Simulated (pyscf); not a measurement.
Thermochemistry of product channels of silyl (SiH₃•) + hydrogen chloride (HCl) on the doublet surface, in kJ/mol, from ωB97M-D3(BJ)/def2-TZVP energies (ideal gas, 1 atm, RRHO with modes under 100 cm⁻¹ raised to 100, one conformer, R ln 2 for rigid chiral ones). Optimised with ωB97X-D3(BJ)/def2-SVP in PySCF.

```
products                                                       ΔE  ΔH(298 K)  ΔG(298 K)  ΔG(900 K)
---------------------------------------------------------  ------  ---------  ---------  ---------
•H₂Si–Cl + hydrogen (H₂)                                    -72.4      -75.8      -72.5      -68.7
H₃Si–Cl + H atom (H•)                                       -24.6      -30.8      -19.2       +1.2
silylene (SiH₂) [singlet] + hydrogen (H₂) + Cl atom (Cl•)  +290.5     +279.3     +251.4     +190.8
```

The channel to H₃Si–Cl + H• turns unfavourable between 298 and 1200 K (ΔG from -19.2 kJ/mol to +9.4 kJ/mol).

These are energies of the channels, which say nothing of barriers. Left out: orbital degeneracy and the spin-orbit lowering of Cl.
